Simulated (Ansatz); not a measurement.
Input file:

```yaml
crystal:
  periodic: [false, false, false]
  atoms:
    - {symbol: Al, position_ang: [0.000000, -0.081048, 0.000000]}
    - {symbol: H, position_ang: [0.000000, 1.084792, -1.232881]}
    - {symbol: H, position_ang: [0.000000, 1.084792, 1.232880]}
basis:
  gaussian: {orbitals: def2-mTZVP}
total_charge: -1
correlation: {method: sc_nevpt2, electrons: outside_noble_gas, active_space: {window: {electrons: 2, orbitals: 2}, places: [1, 2]}}
```

```sh
$ ansatz run in.yaml --threads 1 --pin off --events-out ev --progress --plain --max-ram 2393MiB
```

**Question.** What does the program do with this input?

**Answer.** Refused. The input was made wrong on purpose (two definitions of the active space), so the run isn't a sound calculation of what was asked.
```
Error: invalid value for `correlation.active_space`: name one of window, places and ras
```
